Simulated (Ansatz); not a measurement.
Process, species as SMILES: [CH]=O (CH-O) → CHO+ (singlet, bonded as O=[CH]) + e-
B3LYP-D3(BJ)/def2-TZVP geometries, fixed; electronic energies without zero-point terms.

Basis-set convergence of the adiabatic ionisation energy at PBE with Ansatz (a program for electronic structure). Cartesian d functions, on some or all atoms, in 6-31+G*; all else is spherical. The program fits the integrals of some runs and decomposes those of others, by size. Open shells are unrestricted. No added dispersion term, no relativity. Functions are those of the species that has most. Reference: the value in pcseg-4, 8.303 eV, itself unsure by roughly 0.002 eV (its mean distance from aug-pcseg-3, aug-cc-pVQZ, cc-pV5Z). Deviations are taken from unrounded values.

| basis | functions | adiabatic ionisation energy (eV) | minus reference (eV) |
|---|---|---|---|
| STO-3G | 11 | 7.157 | -1.146 |
| 3-21G | 20 | 8.040 | -0.263 |
| pcseg-0 | 20 | 8.478 | 0.174 |
| def2-SV(P) | 30 | 8.271 | -0.032 |
| cc-pVDZ | 33 | 8.161 | -0.142 |
| pcseg-1 | 33 | 8.322 | 0.019 |
| 6-31+G* | 40 | 8.401 | 0.098 |
| 6-311G** | 42 | 8.206 | -0.097 |
| 6-311+G** | 50 | 8.326 | 0.023 |
| def2-SVPD | 51 | 8.398 | 0.094 |
| aug-cc-pVDZ | 55 | 8.368 | 0.064 |
| cc-pVTZ | 74 | 8.253 | -0.050 |
| pcseg-2 | 74 | 8.294 | -0.010 |
| def2-TZVPP | 76 | 8.282 | -0.021 |
| def2-TZVPPD | 94 | 8.302 | -0.002 |
| aug-cc-pVTZ | 115 | 8.310 | 0.007 |
| def2-QZVPPD | 162 | 8.302 | -0.002 |
| aug-cc-pVQZ | 206 | 8.303 | 0.000 |
